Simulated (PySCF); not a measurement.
## Shieldings and the share of exact exchange

Molecule: SMILES CCC(=O)CC, C₅H₁₀O.

Mapped SMILES: `[CH3:1][CH2:2][C:3](=[O:4])[CH2:5][CH3:6]`; H(Xn) means a hydrogen on atom n.

GIAO shieldings (ppm, equivalent atoms averaged) in PySCF 2.14.0 with density-fitted response routines on the PBE0-D3(BJ)/def2-SVP geometry, basis pcSseg-1, gas phase, non-relativistic:

| functional | exact exchange (%) | σ(C2/C5) |
| --- | --- | --- |
| BLYP | 0 | 136.3 |
| BP86 | 0 | 141.1 |
| PBE | 0 | 141.6 |
| B3LYP | 20 | 141.2 |
| PBE0 | 25 | 147.2 |
| mPW1PW91 | 25 | 146.3 |
| HF | 100 | 157.7 |

**Question.** Fit each shielding as a line in the percentage of exact exchange.

**Answer.** σ(C2/C5) = 140.1 + 0.18 x (rms 2.2 ppm). The functionals also differ in their semilocal parts, which the line can't hold; Hartree–Fock has no correlation at all.

**Question.** What does the line predict for BHandHLYP (50 %), and what does the run give?

**Answer.** σ(C2/C5): 149.1 predicted, 147.7 computed ppm.
